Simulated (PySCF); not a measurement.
Species: C3H4F2O.
SMILES: `FC(F)C(C)=O`

The calculation used PySCF, TDDFT PBE0/def2-SVPD, vertical, gas phase, core orbitals frozen in the response. Isolated species at its GFN2-xTB geometry (one conformer only). Torsions of this conformer, `[CH3:1][C:2](=[O:3])[CH:4]([F:5])[F:6]`: C1–C2–C4–F5 -58°.

```
state  E (eV)  E (hartree)       f  |μ| (D)  symmetry  main configurations (H = HOMO, L = LUMO)
   S1    4.26       0.1567  0.0000     0.02         –                                 H→L (99%)
   S2    7.58       0.2786  0.0000     0.03         –                               H-1→L (97%)
   S3    7.63       0.2803   0.037     1.13        A′                               H→L+1 (98%)
   S4    8.35       0.3069   0.026     0.91        A′                               H→L+2 (95%)
   S5    8.59       0.3159   0.032     0.99        A′                  H→L+4 (77%), H-2→L (18%)
   S6    8.61       0.3163  0.0001     0.07         –                  H→L+3 (66%), H-3→L (30%)
   S7    8.69       0.3195  0.0031     0.30        A″                  H-3→L (64%), H→L+3 (31%)
   S8    8.89       0.3267   0.151     2.11        A′                  H-2→L (65%), H→L+4 (16%)
```

Triplets, Tamm–Dancoff:

| state | E (eV) | λ (nm) | main configurations (H = HOMO, L = LUMO) |
| --- | --- | --- | --- |
| T1 | 3.61 | 343.5 | H→L (98%) |
| T2 | 5.93 | 209.0 | H-2→L (84%) |
| T3 | 7.15 | 173.4 | H-1→L (89%) |

The lowest singlet comes at 291 nm (411 kJ/mol) in the ultraviolet; it is dark (f under 0.0005); its leading configuration is HOMO→LUMO (99%). The strongest level in the table is S8 at 8.89 eV (139 nm, f = 0.151). It is the last of those listed, so stronger ones may follow. S1 has the pattern of n→π* at C=O. The listed states span 4.63 eV, and the widest gap between neighbours is 3.32 eV (S1 to S2). Of the 8 states listed, 4 reach f = 0.01 and 3 stay under 0.0005. Orbital energies (eV): HOMO-3 -11.84, HOMO-2 -11.07, HOMO-1 -10.89, HOMO -8.10, LUMO -1.49, LUMO+1 0.68, LUMO+2 1.39. Symmetry labels in Cs follow from the direction of the transition dipole and are given only for states with f of 0.002 or more. Singlets were solved by full linear response, triplets in the Tamm–Dancoff approximation.

On an Intel Xeon at 2.70 GHz with one thread, shared host with 64 logical CPUs at a one-minute load of 44, this took 33 s of wall time and 0.64 GiB of memory at its peak.
